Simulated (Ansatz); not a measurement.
hcp Re was calculated with r²SCAN in Ansatz (plane waves, PAW).

Settings: plane-wave cutoff 500 eV, 20×20×1 k mesh (along the axes of the cell as run), Fermi–Dirac smearing 0.1 eV, scalar-relativistic PAW data made under PBE.

### Question
What does this level give for the surface energy of the (10-11) face and work function of the (10-11) face?

### Answer

- surface energy of the (10-11) face = 3.57 J/m²
- work function of the (10-11) face = 5.00 eV

The slab of 12 atoms is relaxed and unreconstructed.

Spin–orbit coupling is not included.

Computed values are for the static lattice.

Ansatz is a quantum-chemistry and plane-wave program.
